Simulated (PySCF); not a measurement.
**Do core-level shifts follow atomic charges?**

C₄H₄F₂.
Cartesian coordinates in Å at the PBE0-D3(BJ)/def2-SVP level; atoms count from 1:
```
atom  x, y, z in Å
C1     1.3956   -0.4293    0.3775
C2     0.0075   -0.1563   -0.0284
C3    -1.1580   -0.5819   -0.4870
C4    -1.0433    0.8280   -0.1961
F5    -1.6650    1.4053    0.8582
F6    -1.0009    1.7692   -1.1677
H7     1.6496   -1.4926    0.2701
H8     2.0901    0.1696   -0.2316
H9     1.5464   -0.1287    1.4258
H10   -1.7697   -1.4119   -0.8375
```

Binding energies: delta-SCF UKS SCAN, pcX-2 on the ionised atom, pcseg-1 elsewhere, spin-free X2C (PySCF). Charges: PBE0/pcSseg-1 ground-state density, for the ionised atom.

```tsv
atom	environment	C 1s (eV)	Mulliken (e)	IAO (e)	Hirshfeld (e)	ESP (e)
C3	alkene CH carbon	291.30	-0.183	-0.184	-0.059	-0.368
C2	fully substituted alkene carbon	291.74	-0.128	+0.017	+0.011	+0.154
C1	allylic carbon	291.75	-0.200	-0.436	-0.096	-0.508
C4	CF2 carbon	295.39	+0.555	+0.539	+0.138	+0.496
```

Give the correlation coefficient and slope of binding energy on charge for each scheme.

Mulliken: r = 0.99, slope 5.2 eV per e; Hirshfeld: r = 0.90, slope 16.7 eV per e; IAO: r = 0.89, slope 4.1 eV per e; ESP: r = 0.81, slope 3.3 eV per e. Mulliken charges have the highest r, on only 4 points.

The point-charge model writes a binding energy as kq + V + constant, with V the potential of the other atoms' charges at the site. What does it give with the IAO charges?

V = Σ 14.40 eV Å × q/r over all other atoms: +4.15 eV at C3, -0.02 eV at C2, +6.83 eV at C1, -7.24 eV at C4. Fitting binding energy − V to q gives k = 18.8 eV per e and leaves an rms residual of 0.96 eV, against 0.77 eV for the fit on q alone. The model has no term for differences in relaxation between sites.

Geometry: PBE0-D3(BJ)/def2-SVP; no solvent, vibrations or thermal averaging.
